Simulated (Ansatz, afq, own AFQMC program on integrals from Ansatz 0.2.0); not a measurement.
CH$_{4}$, singlet: AFQMC among the cluster methods

```
atom    x (Å)    y (Å)    z (Å)
   C   0.0939   0.0931  -0.0935
   H   0.7219   0.7232   0.5357
   H  -2.0317  -2.0161   2.0232
   H  -0.5327   0.7213  -0.7260
   H   0.7240  -0.5383  -0.7191
```

Basis 6-31G. Only valence electrons are correlated. AFQMC by an in-house program on the Cholesky factors that Ansatz 0.2.0 writes for its CCSD(T) run. ph-AFQMC/CISD is guided by a CISD state made of CCSD amplitudes; releasing the constraint for a short imaginary time cuts its bias at the price of noise, slowly where states lie close. Uncertainties: one standard error, sampling alone.

Determinant: RHF, the one that the program's search chose, which needn't be the lowest solution. The geometry is a point of a scan.

Full CI on the same integrals is exact in this basis and with this determinant's frozen core.

Cautions: restricted determinant unstable towards unrestricted (UHF 4.98 eV lower, ⟨S²⟩ 1.01); strong correlation (T1 0.072, weight of the determinant 0.53, largest double 0.88); (T) is large, 9 % of the CCSD correlation; CCSD(T) is in doubt: in a space of 8 electrons in 8 natural orbitals full CI lies 120 meV above it; the CCSDT(Q) amplitudes may be one of several solutions (largest double 0.92); the CCSDTQ amplitudes may be one of several solutions (largest double 0.92); the ph-AFQMC/CISD walk drifts between its halves (2.9 errors); the next higher spin lies close (full CI puts it 24 meV above).

```
T1 diagnostic                               : 0.0724
weight of the determinant in the CISD state : 0.532
size of the correlated space                : 8 electrons in 16 orbitals
```

```csv
level,correlation energy (eV)
MP2,-5.4281
CCSD,-7.2874
CCSD(T),-7.9488
```

Estimate where full CI lies against CCSD(T) on the same integrals.

34.5 kJ/mol above CCSD(T).

Reference: full CI, correlation energy -7.592 eV. The released energy is read at 2.40 1/Eh (meV from the phaseless value at times in 1/Eh: -2 ± 9 at 0.24, 12 ± 9 at 0.51, 18 ± 7 at 0.99, 16 ± 11 at 1.62, 5 ± 9 at 2.40). The cautions show a poor starting determinant, so the rows tell how each method copes with it here, and full CI is the sure value.

```
         level  E − E(reference) (kJ/mol)  share of correlation (%)
       CCSD(T)                      -34.5                    104.71
         CCSDT                       -0.1                    100.01
      CCSDT(Q)                        0.3                     99.96
        CCSDTQ                        0.1                     99.99
 ph-AFQMC/CISD                  1.4 ± 0.8                     99.81
released AFQMC                  1.8 ± 0.9                     99.75
```

CCSDT and higher add their correlation energy to the determinant of the CCSD(T) run, since their own runs factorise the integrals more tightly (a shift of under 2 meV). A walk keeps the symmetry of its determinant, which the program's search chose and which needn't be the lowest solution, so a lower state of the same spin and another symmetry isn't excluded. Released energies are given only where the last usable release times agree within the noise; a slower fall can still hide under it.
